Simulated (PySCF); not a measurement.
A small calculation by hand: entropy of an ideal gas

HN2, SMILES [NH+]#N, charge +1.

The structure is a stationary point at PBE0-D3(BJ)/def2-TZVPD. The isomer is the one that the SMILES or the coordinates give; other isomers of the formula were not compared.

PBE0-D3(BJ)/def2-TZVPD (PySCF 2.14.0) gives the harmonic wavenumbers 734, 734, 2418, 3404 cm⁻¹ and the rotational temperature 2.2755 K. The molar mass is 29.02 g/mol, the symmetry number 1, the spin multiplicity 1.

Q: Work out the entropy at 298.15 K and 1 atm in the rigid-rotor, harmonic-oscillator model.

A: 
Translation (Sackur–Tetrode at 1 atm): S = R[1.5 ln M + 2.5 ln T − 1.16487] = 150.8 J/(mol K).
Rotation: q = T/(σ θ) = 131, S = R[ln q + 1] = 48.9 J/(mol K).
Vibration: with u = 1.4388 ν/T, each mode gives R[u/(e^u − 1) − ln(1 − e^−u)]:
| ν (cm⁻¹) | modes | u | S (J/(mol K)) |
|---|---|---|---|
| 734 | 2 | 3.54 | 2.24 |
The stiffer modes add less than 0.005 each. Sum 2.2 J/(mol K).
Spin: R ln 1 = 0.0 J/(mol K).
Total 201.8 J/(mol K); the program's own thermochemistry gives 201.8. Translation makes up 75 % and vibration 1 %. Anharmonicity, hindered rotation and orbital degeneracy are left out.
